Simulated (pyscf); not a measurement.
This saddle point was located with ωB97X-D3(BJ)/def2-SVP in PySCF.

```xyz
9

O     -1.2070    -1.0853     1.0183
Si     0.1767    -0.0044     0.3094
O      0.9308    -1.3622     0.0971
O      0.5956     1.1280     1.4259
O     -0.5942     0.8117    -0.8904
H     -1.9847    -1.1521     0.4443
H     -0.4124    -1.7452     0.6672
H      1.2246     0.8345     2.0944
H     -0.6430     1.7683    -0.7908
```
Charge 0, spin multiplicity 1.

Surface: singlet, charge 0. Lowest wavenumbers (cm⁻¹): 713i, 173, 282, 294, 312.

**Question.** What reaction is this the transition state of?

**Answer.** orthosilicic acid (HO–Si(OH)(OH)–OH) <-> water (H₂O) + O=Si(OH)–OH, an elimination read from left to right: O–Si, H–O broken and H–O formed. At ωB97M-D3(BJ)/def2-TZVP it lies +214.7 kJ/mol from the left side and -77.0 kJ/mol from the right (each side as separated species at their lowest minima found). On the product side the descent ends in an adduct with a O–Si contact, 90.2 kJ/mol under the separated species and 11.6 kJ/mol under the saddle at ωB97X-D3(BJ)/def2-TZVP. At ωB97M-D3(BJ) the saddle lies under the separated products, which points to a path from their complex (located at ωB97X-D3(BJ) alone), and parting the products costs more than the saddle. What is counted as broken (O–Si) persists as a longer contact in the product adduct; parting that adduct is a step of its own. One saddle was located; it need not be the lowest between these sides.
